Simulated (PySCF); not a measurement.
Ligands exchanged one at a time, Si F-Cl. All species are isolated molecules in the gas phase. Strings in code marks are SMILES.

The HOMO from two functionals at the same geometries (PBE0-D3(BJ)/def2-TZVP), both in PySCF: PBE-D3(BJ)/def2-TZVP and ωB97X-D3(BJ)/def2-TZVP. 

| species | PBE-D3(BJ)/def2-TZVP (eV) | ωB97X-D3(BJ)/def2-TZVP (eV) |
|---|---|---|
| 0 of 4 F replaced by Cl (`F[Si](F)(F)F`) | -10.59 | -15.40 |
| 2 of 4 F replaced by Cl (`F[Si](F)(Cl)Cl`) | -8.45 | -12.42 |
| 3 of 4 F replaced by Cl | -8.18 | -12.11 |
| 4 of 4 F replaced by Cl (`Cl[Si](Cl)(Cl)Cl`) | -8.10 | -12.03 |

Over these rows, drawn at random from the members with no instability flagged (it was tested for open shells, ions and some series alone), PBE minus ωB97X-D3(BJ): mean +4.16 eV, from +3.93 eV to +4.81 eV.
